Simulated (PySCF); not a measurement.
Geometries of 3 isomers of C3H5FO2, from PBE0-D3(BJ)/def2-SVP geometry optimisation, gas phase (PySCF 2.14.0). One conformer each, no zero-point energy, no frequencies.

**Question.** Which isomer lies lowest at this level?
A.
```xyz
11
angstrom
C     -1.232   -0.259    0.693
C     -0.322    0.473   -0.264
F     -0.770    0.343   -1.550
C      1.115   -0.004   -0.136
O      1.662   -0.142    0.926
O      1.706   -0.221   -1.308
H     -1.261   -1.331    0.448
H     -2.251    0.146    0.626
H     -0.861   -0.144    1.720
H     -0.301    1.552   -0.019
H      2.614   -0.498   -1.106
```
B.
```xyz
11
angstrom
O      2.007   -0.021   -0.652
C      0.922   -0.634   -0.018
C     -0.380   -0.049   -0.486
O     -0.588    1.325   -0.091
C     -1.416    0.375    0.448
F     -1.260    0.141    1.765
H      1.956    0.920   -0.447
H      0.951   -1.704   -0.278
H      0.977   -0.559    1.084
H     -0.650   -0.248   -1.533
H     -2.482    0.427    0.189
```
C.
```xyz
11
angstrom
C     -1.584   -0.100    0.052
C     -0.181    0.395    0.243
F     -0.005    0.828    1.522
O      0.704   -0.681    0.025
C      1.949   -0.389   -0.387
O      2.366    0.700   -0.638
H     -1.775   -0.938    0.737
H     -2.295    0.709    0.266
H     -1.730   -0.441   -0.982
H      0.093    1.225   -0.428
H      2.526   -1.332   -0.472
```

**Answer.** A. That is `C[C@H](F)C(=O)O`, 5.4 kcal/mol below the next.

| SMILES | atoms numbered as above | E (Eh) | relative (kcal/mol) | relative (kJ/mol) | dipole (D) |
| --- | --- | --- | --- | --- | --- |
| C[C@H](F)C(=O)O | [CH3:1][C@H:2]([F:3])[C:4](=[O:5])[OH:6] | -366.97264 | 0.0 | 0.0 | 0.21 |
| C[C@@H](F)OC=O | [CH3:1][C@@H:2]([F:3])[O:4][CH:5]=[O:6] | -366.96404 | 5.4 | 22.6 | 2.43 |
| OC[C@@H]1O[C@@H]1F | [OH:1][CH2:2][C@@H:3]1[O:4][C@@H:5]1[F:6] | -366.90574 | 42.0 | 175.6 | 1.67 |

As drawn, the lowest has a C=O bond and a C(=O)–O unit, which the highest lacks; the highest has a three-membered ring, which the lowest lacks.
